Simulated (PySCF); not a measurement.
**Which functional comes closest?**

Molecule: SMILES FC(F)(F)S, CHF$_{3}$S.

Geometry:
```tsv
atom	x (Å)	y (Å)	z (Å)
F1	-1.146	0.202	0.852
C2	-0.370	0.074	-0.220
F3	-0.052	1.301	-0.620
F4	-1.074	-0.512	-1.180
S5	1.091	-0.946	0.103
H6	1.551	-0.119	1.065
```

Geometry PBE0-D3(BJ)/def2-SVP throughout; GIAO in PySCF 2.14.0 with density-fitted response routines, gas phase, one conformer, non-relativistic; equivalent atoms averaged; basis pcSseg-2.

Reference values (measured; Wikipedia, Fluorine-19 nuclear magnetic resonance spectroscopy): δ(F1/F3/F4) = -32.0 ppm vs CFCl3. Computed shifts are taken against CFCl3, calculated as an isolated molecule at each level.

How do the functionals HF, LDA, PBE, BLYP, BP86, OPBE, KT2, KT3, B97-D, B3LYP, PBE0, mPW1PW91, WP04, B97-2, BHandHLYP, CAM-B3LYP, wB97X-D, LC-wPBE perform against the reference? Times are CPU seconds on shared hosts with different chips, so compare them loosely; the GGAs took longer than the global hybrids here, which isn't the general rule, and the cause wasn't traced.

## Answers


| functional | kind | F1/F3/F4 | abs. error F | core-s |
| --- | --- | --- | --- | --- |
| HF | Hartree–Fock | -20.4 | 11.6 | 6.2 |
| LDA | LDA | -51.2 | 19.2 | 14 |
| PBE | GGA | -51.9 | 19.9 | 25 |
| BLYP | GGA | -52.3 | 20.3 | 16 |
| BP86 | GGA | -52.4 | 20.4 | 15 |
| OPBE | GGA | -49.9 | 17.9 | 15 |
| KT2 | GGA | -58.2 | 26.2 | 16 |
| KT3 | GGA | -55.0 | 23.0 | 17 |
| B97-D | GGA | -51.1 | 19.1 | 16 |
| B3LYP | global hybrid | -42.6 | 10.6 | 11 |
| PBE0 | global hybrid | -40.4 | 8.4 | 11 |
| mPW1PW91 | global hybrid | -40.1 | 8.1 | 12 |
| WP04 | global hybrid | -42.0 | 10.0 | 6.5 |
| B97-2 | global hybrid | -41.7 | 9.7 | 6.4 |
| BHandHLYP | global hybrid | -32.2 | 0.2 | 6.5 |
| CAM-B3LYP | range-separated hybrid | -33.3 | 1.3 | 9.2 |
| wB97X-D | range-separated hybrid | -35.7 | 3.7 | 9.1 |
| LC-wPBE | range-separated hybrid | -22.8 | 9.2 | 13 |

For 19F the closest is BHandHLYP (0.2 ppm) and the furthest KT2 (26.2 ppm). One molecule is a small sample, and vibrational and solvent effects are absent from the calculation.
